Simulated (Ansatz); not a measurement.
The same path of CH3 + CH3Cl (9 atoms, charge 0, multiplicity 2) was run 3 times with different band settings. Lost on the way: H1–C2. Made: H1–C4.

Level of theory: UKS PBE0/def2-SVP in Ansatz 0.2.0.

Relaxed end points:

```xyz
9
Properties=species:S:1:pos:R:3
H 0.638 -0.161 -0.795
C 0.690 0.756 -1.396
Cl -0.341 1.991 -0.638
C -0.750 -1.070 1.657
H 0.325 0.562 -2.412
H 1.722 1.126 -1.432
H 0.017 -1.268 2.407
H -0.875 -0.063 1.254
H -1.425 -1.871 1.354
```

```xyz
9
Properties=species:S:1:pos:R:3
H -0.599 0.019 0.983
C 0.960 1.073 -2.006
Cl 0.107 2.171 -1.034
C -0.698 -0.935 1.519
H 0.408 0.531 -2.773
H 2.013 0.902 -1.783
H 0.216 -1.126 2.098
H -1.558 -0.888 2.200
H -0.848 -1.748 0.796
```

Common settings: spring 5.0 eV/Å²; optimiser quadratic models (default); start path through a guess of the saddle point; force threshold 0.05 eV/Å; iteration limit 60; end points relaxed.

| run | movable images | climbing image |
| --- | --- | --- |
| 1 | 5 | yes |
| 2 | 1 | yes |
| 3 | 1 | no |

Problem. What does each run give, and how far can it be trusted?

Solution. Run 1: converged after 31 iterations, highest image 0.482 eV above the first end. A vibrational analysis at the climbing image gives one clearly imaginary mode, 1539i cm⁻¹: a first-order saddle point.
Run 2: converged after 28 iterations, highest image 0.483 eV above the first end. Another band between the same ends (5 images) ends at a top of the same energy, where a vibrational analysis finds 1 clearly imaginary mode. So few images can step over the top or miss a turn of the path.
Run 3: converged after 19 iterations, highest image 0.000 eV above the first end. The highest image is an end point: on this band no image between the ends rises above it. So few images can step over the top or miss a turn of the path.
